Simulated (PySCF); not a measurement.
Calculated properties of methoxymethyl fluoride, `COCF`

Species: methoxymethyl fluoride, C2H5FO.
SMILES with atom numbers: `[CH3:1][O:2][CH2:3][F:4]` (hydrogens: H5, H6, H7 on C1; H8, H9 on C3)

Among its groups: ether and C–F bond.

GFN2-xTB geometry:

```
Point group of the GFN2-xTB geometry                  : C1
Rotational constants A, B, C of the GFN2-xTB geometry : 17.967, 5.628, 4.817 GHz
```

B3LYP/def2-SVPD ground state and vertical TDDFT (core frozen in the response) (PySCF):

```
Dipole moment                                                     : 1.74 D
HOMO energy                                                       : -8.30 eV
LUMO energy                                                       : 0.47 eV
HOMO–LUMO gap                                                     : 8.77 eV
Lowest singlet excitation                                         : 7.76 eV (160 nm, f = 0.017)
Strongest line among the 8 lowest singlet transitions             : S4 at 8.79 eV (141 nm, f = 0.057)
Lowest triplet excitation (Tamm–Dancoff)                          : 7.60 eV
Static isotropic polarisability                                   : 33.4 au
Electronic spatial extent ⟨r²⟩ about the centre of nuclear charge : 284 bohr²
```

PBE0/pcSseg-1 ground state and GIAO shieldings, non-relativistic (PySCF):

```
Lowest Hirshfeld atomic charge                              : -0.14 e on O2/F4
Highest Hirshfeld atomic charge                             : +0.09 e on C3
13C chemical shifts (computed TMS as zero) by class         : 108.7 (C3), 58.5 (C1) ppm
1H chemical shifts (computed TMS as zero) by class          : 5.53 (H8/H9), 3.70 (H5/H6/H7) ppm
Isotropic shieldings of nuclei other than C and H, by class : 267 (O2), 352 (F4) ppm
Mayer bond orders between heavy atoms                       : C1–O2 0.90, O2–C3 1.05, C3–F4 0.89
```

**B3LYP/pcJ-1 indirect spin-spin coupling, non-relativistic, gas phase (PySCF)**

```
Largest of the computed one-bond spin–spin couplings (means over like bonds) : 19F–13C -272.0 (F4–C3), 13C–1H +174.8 (C3–H8 and 1 like it), 13C–1H +148.1 (C1–H5 and 2 like it), 17O–13C +27.8 (O2–C3), 17O–13C +21.0 (O2–C1) Hz
```

Monoisotopic mass (most abundant isotopes): 64.0324 u.

S1 lies 1.01 eV below the HOMO–LUMO gap; its leading configuration is HOMO→LUMO, weight 0.98. The vertical singlet–triplet gap S1 − T1 is 0.16 eV (TDDFT singlet less Tamm–Dancoff triplet; S1: HOMO→LUMO, weight 0.98; T1: HOMO→LUMO, weight 0.96). The polarisability is 4.94 Å³ as a volume (1 au = 0.148185 Å³), or 0.98 au for each of the 34 electrons. The principal polarisabilities are 30.8, 31.2 and 38.1 au; their mean is the isotropic value. The rotational constants make it an asymmetric top with κ = (2B − A − C)/(A − C) = -0.88, nearer the prolate limit (−1).

 NMR classes are plain means over equivalent atoms (diastereotopic ones count apart unless rotation or inversion swaps them), as if these changed places fast; in this geometry the members of some classes differ.

For the NMR shielding job (PBE0/pcSseg-1), hardware: one thread of an x86-64 server, shared host. Cost: 7.1 s wall.

Shape of the structure used: `[CH3:1][O:2][CH2:3][F:4]`: C1–O2–C3–F4 68°.

One conformer stands for the species.
